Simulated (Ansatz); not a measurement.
fcc Al was calculated with r²SCAN-D4 (Ansatz, a program for electronic structure, PAW).

Settings: plane-wave cutoff 560 eV, 24×24×24 k mesh, Fermi–Dirac smearing 0.05 eV, scalar-relativistic PAW data made under PBE.

Cell (relaxed at this level):

```
CELL_PARAMETERS angstrom
      0.00000     1.98789     1.98789
      1.98789     0.00000     1.98789
      1.98789     1.98789     0.00000
ATOMIC_POSITIONS crystal
  Al 0.00000 0.00000 0.00000
```

Q: What does this level give for the bulk modulus and pressure derivative B′ of the bulk modulus?

A: 
- bulk modulus: 96.1 GPa
- pressure derivative B′ of the bulk modulus: 4.6

The run finds no gap.

Measured, for comparison: bulk modulus 80.8 GPa (corrected for temperature and zero-point phonon effects, our sources range from 77.1 to 82.0; as tabulated in Levämäki et al. (2014), arXiv:1402.3671). Computed (rounded) less measured: bulk modulus +19 % (+17 % to +25 % over the range).

Cost on a shared machine: very roughly 70 core-seconds.
